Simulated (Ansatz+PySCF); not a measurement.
The numbers below are computed, except where a source is named.
This PySCF input gave a total energy of -191.96251 hartree.

```python
from pyscf import gto, scf

mol = gto.M(atom="""
C 1.105450 0.000000 0.000000
C 0.341600 1.051350 0.000000
C -0.894330 0.649770 0.000000
C -0.894330 -0.649770 0.000000
C 0.341600 -1.051350 0.000000
H 2.113580 0.000000 0.000000
H 0.653130 2.010130 0.000000
H -1.709920 1.242330 0.000000
H -1.709920 -1.242330 0.000000
H 0.653130 -2.010130 0.000000
""", basis='def2-svp', charge=-1, spin=0)
mf = scf.RHF(mol)
mf.init_guess = '1e'
mf.kernel()
while True:  # follow internal instabilities
    mo, _, stable, _ = mf.stability(return_status=True)
    if stable: break
    mf.kernel(mf.make_rdm1(mo, mf.mo_occ))
print(mf.converged, mf.e_tot, mf.spin_square()[0])
```

Question: Write an input for Ansatz with the same method and basis set.

Answer:

```yaml
crystal:
  periodic: [false, false, false]
  atoms:
    - { symbol: C, position_ang: [1.10545, 0.0, 0.0] }
    - { symbol: C, position_ang: [0.3416, 1.05135, 0.0] }
    - { symbol: C, position_ang: [-0.89433, 0.64977, 0.0] }
    - { symbol: C, position_ang: [-0.89433, -0.64977, 0.0] }
    - { symbol: C, position_ang: [0.3416, -1.05135, 0.0] }
    - { symbol: H, position_ang: [2.11358, 0.0, 0.0] }
    - { symbol: H, position_ang: [0.65313, 2.01013, 0.0] }
    - { symbol: H, position_ang: [-1.70992, 1.24233, 0.0] }
    - { symbol: H, position_ang: [-1.70992, -1.24233, 0.0] }
    - { symbol: H, position_ang: [0.65313, -2.01013, 0.0] }
basis:
  gaussian: { orbitals: def2-SVP }
total_charge: -1
hamiltonian:
  xc: hf
```

Ansatz (development build ahead of 0.2.0) gave -191.96251 hartree, 0.11 meV from the first. Caution: no diffuse functions for an anion.
